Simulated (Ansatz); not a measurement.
Relaxation of H3Si2 (5 atoms, charge -1, multiplicity 1), to a largest force component of 0.02 eV/Å in at most 50 steps.

Theory: RKS B3LYP/6-31G in Ansatz.

```xyz
5
Properties=species:S:1:pos:R:3
Si -1.202 0.043 -0.084
Si 0.529 -0.149 0.379
H -2.183 0.268 -0.652
H 1.419 -1.056 -0.191
H 1.437 0.893 0.548
```

Problem. Where does it end, and by what steps?

Solution. The run converged. Limits of this set-up: no polarisation functions, an anion without diffuse functions, the dipole of an ion depends on the origin. After 14 steps the energy has fallen by 6.163 eV; Si1 moved furthest, 0.91 Å. The start is strongly strained (largest force component 11 eV/Å).

```json
{"step": "0", "energy less start (eV)": "0.0000", "largest force component (eV/Å)": "11.284", "accepted": "yes"}
{"step": "1", "energy less start (eV)": "-2.8088", "largest force component (eV/Å)": "5.576", "accepted": "yes"}
{"step": "2", "energy less start (eV)": "-3.7552", "largest force component (eV/Å)": "1.793", "accepted": "yes"}
{"step": "3", "energy less start (eV)": "-4.0305", "largest force component (eV/Å)": "0.578", "accepted": "yes"}
{"step": "4", "energy less start (eV)": "-4.2673", "largest force component (eV/Å)": "1.542", "accepted": "yes"}
{"step": "5", "energy less start (eV)": "-4.8565", "largest force component (eV/Å)": "2.228", "accepted": "yes"}
{"step": "6", "energy less start (eV)": "-5.4279", "largest force component (eV/Å)": "1.137", "accepted": "yes"}
{"step": "7", "energy less start (eV)": "-5.8047", "largest force component (eV/Å)": "0.842", "accepted": "yes"}
{"step": "8", "energy less start (eV)": "-5.9968", "largest force component (eV/Å)": "0.431", "accepted": "yes"}
{"step": "9", "energy less start (eV)": "-6.1103", "largest force component (eV/Å)": "0.433", "accepted": "yes"}
{"step": "10", "energy less start (eV)": "-6.1422", "largest force component (eV/Å)": "0.258", "accepted": "yes"}
{"step": "11", "energy less start (eV)": "-6.1598", "largest force component (eV/Å)": "0.078", "accepted": "yes"}
{"step": "12", "energy less start (eV)": "-6.1622", "largest force component (eV/Å)": "0.053", "accepted": "yes"}
{"step": "13", "energy less start (eV)": "-6.1614", "largest force component (eV/Å)": "0.040", "accepted": "no"}
{"step": "14", "energy less start (eV)": "-6.1626", "largest force component (eV/Å)": "0.009", "accepted": "yes"}
```

```xyz
5
Properties=species:S:1:pos:R:3
Si -1.483 0.909 -0.076
Si 0.589 0.042 0.161
H -2.052 -0.448 -0.655
H 1.174 -1.341 -0.143
H 1.771 0.837 0.712
```

Time of the run: 14 s on 1 thread of Arm Neoverse V1, on a shared host, peak memory 0.085 GiB.
